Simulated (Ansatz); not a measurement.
# C₂H₄N₂S₂: up Jacob's ladder to CCSD(T)

An exercise on one series of results from a longer session: the logs are not shown, and one member is left open.

The runs use Ansatz 0.2.0, Gaussian basis; functionals in def2-TZVPP, the program's frozen cores in correlated methods.

Levels to be run: LDA (SPW92), PBE-D4, revPBE-D4, BLYP-D4, r2SCAN-D4, B97M-V, PBE0-D4, B3LYP-D4, r2SCANh-D4, r2SCAN0-D4, HSE06-D4, BHLYP-D4, CAM-B3LYP-D4, LC-ωPBE, ωB97X-V, ωB97M-V, B2PLYP, PBE-QIDH; CCSD(T)/def2-SVP; CCSD(T)/def2-TZVPP; MP2/def2-QZVPP; extrapolation to the limit; RPA on PBE.

## The relaxed structure

An earlier PBE0-D4 in a triple-zeta def2 set relaxation fixed the geometry.

SMILES `NC(=S)C(N)=S`, 10 atoms, charge 0, spin multiplicity 1.

Atoms are counted from 1 here; the program's logs count them from 0.

Bond lengths: N1–C2 1.321 Å, N1–H7 1.005 Å, N1–H8 1.016 Å, C2–S3 1.650 Å, C2–C4 1.526 Å, C4–N5 1.321 Å, C4–S6 1.650 Å, N5–H9 1.005 Å, N5–H10 1.016 Å. Angles: C2–N1–H7 120.0°, C2–N1–H8 117.5°, H7–N1–H8 122.5°, N1–C2–S3 124.9°, N1–C2–C4 113.2°, S3–C2–C4 121.9°, C2–C4–N5 113.2°, C2–C4–S6 121.9°, N5–C4–S6 124.9°, C4–N5–H9 120.0°, C4–N5–H10 117.5°, H9–N5–H10 122.5°.

The first run:

File in.yaml:

```yaml
crystal:
  periodic: [false, false, false]
  atoms:
    - {symbol: N, position_ang: [-0.347846, -1.722220, -0.181925]}
    - {symbol: C, position_ang: [0.400081, -0.634817, -0.137005]}
    - {symbol: S, position_ang: [2.036405, -0.606419, -0.348305]}
    - {symbol: C, position_ang: [-0.400159, 0.634890, 0.136422]}
    - {symbol: N, position_ang: [0.347864, 1.722196, 0.182080]}
    - {symbol: S, position_ang: [-2.036395, 0.606403, 0.348383]}
    - {symbol: H, position_ang: [0.075700, -2.616577, -0.355678]}
    - {symbol: H, position_ang: [-1.347325, -1.611399, -0.035925]}
    - {symbol: H, position_ang: [-0.075609, 2.616479, 0.356391]}
    - {symbol: H, position_ang: [1.347275, 1.611444, 0.035565]}
basis:
  gaussian: {orbitals: def2-TZVPP}
hamiltonian: {xc: lda}
output: {orbitals: {seedname: orbitals}}
```

The run is started by

```sh
ansatz run in.yaml --threads 4 --pin off --events-out ev --progress --plain --max-ram 10444MiB
```

Among the steps run: LDA; PBE-D4 (GGA); revPBE-D4 (GGA); BLYP-D4 (GGA); r2SCAN-D4 (meta-GGA); B97M-V (meta-GGA); PBE0-D4 (hybrid); B3LYP-D4 (hybrid); r2SCANh-D4 (hybrid); r2SCAN0-D4 (hybrid); HSE06-D4 (hybrid); BHLYP-D4 (hybrid); CAM-B3LYP-D4 (range-separated); LC-ωPBE (range-separated); ωB97X-V (range-separated); ωB97M-V (range-separated); B2PLYP (double hybrid); PBE-QIDH (double hybrid).

One of the session's tables, all rows but one given; the rest of the session is left out.

It belongs to the step «Frontier levels by functional». 

```
  functional  HOMO (eV)  LUMO (eV)  gap (eV)
 LDA (SPW92)      -5.42      -3.52      1.90
      PBE-D4      -5.26      -3.30      1.95
   revPBE-D4      -5.19      -3.23      1.97
     BLYP-D4      -5.08      -3.15      1.93
   r2SCAN-D4      -5.50      -3.30      2.20
      B97M-V          ?          ?         ?
     PBE0-D4      -6.46      -2.58      3.88
    B3LYP-D4      -6.21      -2.74      3.47
  r2SCANh-D4      -5.95      -3.01      2.93
  r2SCAN0-D4      -6.62      -2.58      4.04
    HSE06-D4      -6.06      -2.95      3.11
    BHLYP-D4      -7.52      -1.66      5.86
CAM-B3LYP-D4      -7.76      -1.52      6.23
     LC-ωPBE      -9.14      -0.55      8.59
     ωB97X-V      -8.77      -0.54      8.23
     ωB97M-V      -8.59      -0.54      8.06
```

**Question.** Estimate the row for B97M-V.

**Answer.** HOMO (eV): -5.54; LUMO (eV): -3.22; gap (eV): 2.32. In the column «HOMO (eV)» it lies between r2SCANh-D4 (-5.95) and r2SCAN-D4 (-5.50).
